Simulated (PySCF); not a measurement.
**A diatomic session: LiP−**

The task here is to estimate one member of a computed series from the others.

Method: Li aug-cc-pVDZ-DK, P aug-cc-pVDZ-DK, spin-free X2C with a Gaussian nucleus; program: PySCF 2.14.0.

3 further runs of the same task are left out: 3 set aside as unsound or not needed.

Set-up of the first run:

A driver script around PySCF takes these settings:

```
atoms                         : Li, P
charge                        : -1
basis                         : Li aug-cc-pVDZ-DK, P aug-cc-pVDZ-DK
Hamiltonian                   : spin-free X2C with a Gaussian nucleus
basis functions               : 50
electrons treated             : 19
masses in u                   : 7.0160, 30.9738
levels                        : PBE0, PBE, r²SCAN, r²SCAN0, LDA, MN15, HSE06, MP2, SCS-MP2, CCSD, CCSD(T)
grid                          : 80 radial by 434 angular points
occupations                   : held fixed by the projection of orbital angular momentum
dissociation limit            : Li + P−, each in its ground configuration
starting distance in angstrom : 2.450
values of 2S to try           : 1, 3
```

Started as:

```sh
OMP_NUM_THREADS=1 python dia.py task.json out
```

Steps of the session up to this table: The job; PBE0 along the bond; Other states along the same grid; PBE (GGA); r²SCAN (meta-GGA); r²SCAN0 (hybrid meta-GGA); LDA (local density); MN15; HSE06; MP2 and coupled cluster.

One table of the session follows, with a row left open; its other results are not shown here.

Energy (eV) from each level's lowest point:

```
R (Å)  UHF-MP2  UHF-SCS-MP2  UHF-CCSD  UHF-CCSD(T)    LDA
2.114    0.262        0.255       n/a          n/a  0.221
2.212    0.114        0.110     0.110        0.113  0.087
2.311        ?            ?         ?            ?      ?
2.384    0.007        0.007     0.007        0.008  0.000
2.458    0.000        0.000     0.000        0.000  0.001
2.532    0.008        0.008     0.008        0.007  0.018
2.630    0.037        0.036     0.036        0.033  0.057
2.753    0.093        0.091     0.091        0.087  0.125
2.900    0.181        0.176     0.177        0.171  0.221
3.097    0.313        0.305       n/a          n/a  0.358
```

Estimate the missing values for R (Å) = 2.311.

Worked estimate for «UHF-MP2». A straight line through the neighbours (2.212, 0.114) and (2.384, 0.007) gives 0.114 + (0.007 − 0.114) × (2.311 − 2.212) / (2.384 − 2.212) = 0.052; a parabola fitted to 4 rows on both sides gives 0.031.

**Answer.** UHF-MP2: 0.035; UHF-SCS-MP2: 0.033; UHF-CCSD: 0.034; UHF-CCSD(T): 0.036; LDA: 0.019. In «UHF-MP2» the line misses by +0.017 and the parabola by -0.004.

Limits of these values: At some levels the lowest empty orbital lies below the highest filled one (the two can be of opposite spin).
